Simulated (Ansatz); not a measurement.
**What each rung costs, and what it gives**

Saddle point of C2H10Si, singlet (C₂H₈Si (CC[SiH3]) + H₂ → C₂H₆ (CC) + SiH₄; bonds formed: Si1–H8, C2–H7; bonds broken: Si1–C2, H7–H8), PBE0-D4/def2-TZVP structure:

```
13
angstrom
Si -0.6171 0.7823 1.0733
C 0.1458 -0.8556 -0.1472
C 0.4369 -0.2409 -1.5024
H -1.7577 0.7670 0.0669
H -0.0715 2.1527 0.8823
H -1.3012 0.4282 2.3433
H 0.6470 -0.2323 0.9557
H 0.8661 0.4209 1.8700
H 0.9215 -1.5880 0.1263
H -0.8067 -1.3892 -0.1003
H -0.3461 0.4654 -1.7895
H 1.3901 0.2939 -1.4959
H 0.4927 -1.0042 -2.2826
```

Barriers are electronic and count from the start structure reached by relaxing down the imaginary mode.

Ansatz 0.2.0; basis: as named in each row; cores frozen in the correlated methods. B3LYP uses VWN-RPA correlation. Extrapolation: Hartree–Fock as exp(−7.88 √X), correlation as X^−2.97.

Times are rough, for one single point on 4 threads of a shared host (Arm Neoverse V1).

The estimate by CCSD(T) at an estimated basis limit (MP2 extrapolated from triple and quadruple zeta, plus CCSD(T) − MP2 in triple zeta) is 72.80 kcal/mol.

```tsv
method	basis	time (s)	barrier (kcal/mol)	method less estimate
HF	STO-3G	under 1	160.24	87.45
PBE-D4	STO-3G	under 1	116.44	43.64
SPW92	def2-SVP	under 1	55.52	-17.28
B3LYP-D4	6-31G	under 1	89.09	16.29
PBE0-D4	def2-SVP	under 1	67.45	-5.35
PBE-D4	def2-SVP	under 1	63.42	-9.37
SPW92	def2-TZVPP	1	55.03	-17.77
PBE-D4	def2-TZVPP	2	63.32	-9.47
BLYP-D4	def2-TZVPP	2	69.09	-3.70
B3LYP-D4	def2-TZVPP	2	71.35	-1.45
BHLYP-D4	def2-TZVPP	2	75.66	2.86
PBE0-D4	def2-TZVPP	2	66.84	-5.96
CCSD(T)	def2-SVP	2	76.60	3.80
CAM-B3LYP-D4	def2-TZVPP	2	72.68	-0.12
wB97M-V	def2-SVP	3	71.21	-1.59
r2SCAN-D4	def2-TZVPP	3	66.64	-6.16
r2SCAN0-D4	def2-TZVPP	4	69.05	-3.75
RPA on PBE	def2-TZVPP	4	73.32	0.52
B2PLYP	def2-TZVPP	4	73.26	0.46
PBE-QIDH	def2-TZVPP	4	70.79	-2.00
wB97X-V	def2-TZVPP	6	72.53	-0.27
wB97M-V	def2-TZVPP	6	71.63	-1.17
B97M-V	def2-TZVPP	7	67.01	-5.79
MP2	def2-QZVPP	19	72.90	0.10
CCSD(T)	def2-TZVPP	68	73.39	0.59
```

All methods are single points on the PBE0-D4 structures.

No T1 diagnostic of these runs exceeds 0.011.
